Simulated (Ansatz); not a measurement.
Ligand exchange: AlH3 + C2H4S → AlH2(SH) + C2H4

Species: AlH3 `[AlH3]`, singlet; C2H4S `C=CS`, singlet; AlH2(SH), singlet; C2H4 (ethylene) `C=C`, singlet. The partners trade H for SH: Al–H and C–SH bonds give way to Al–SH and C–H.

Shapes, held fixed at every level: PBE0-D4/def2-TZVP. Flexible molecules stand in one conformer, not always the lowest. Programs: Ansatz 0.2.0. Electronic energies: no zero-point or thermal term.

| level | kind | ΔE (kJ/mol) | less CCSD(T)/CBS estimate | CPU time (sum over the molecules) |
| --- | --- | --- | --- | --- |
| B3LYP-D4/def2-TZVPP | global hybrid | -159.3 | +7.7 | 12 s |
| PBE0-D4/def2-TZVPP | global hybrid | -160.5 | +6.5 | 8.5 s |
| wB97M-V/def2-TZVPP | range-separated hybrid | -163.7 | +3.3 | 31 s |
| wB97X-V/def2-TZVPP | range-separated hybrid | -160.6 | +6.4 | 26 s |
| B2PLYP/def2-TZVPP | double hybrid | -164.1 | +2.9 | 15 s |
| CCSD(T)/def2-TZVPP | coupled cluster or CI | -165.7 | +1.3 | 45 s |
| CCSD/def2-TZVPP | coupled cluster or CI | -167.2 | -0.2 | – |
| CCSD(T)/CBS estimate | coupled cluster or CI | -167.0 | 0.0 | 4.5 min |

The highest level, CCSD(T)/CBS estimate, gives ΔE = -167.0 kJ/mol; the levels span -167.2 to -159.3. The column of differences is taken from that level and isn't an error. No measured value is set beside it here. The CBS estimate extrapolates MP2 from def2-TZVPP and def2-QZVPP and adds CCSD(T) − MP2 in the triple-zeta set, cores frozen. Times are processor times on shared x86 and Arm servers, and rough.
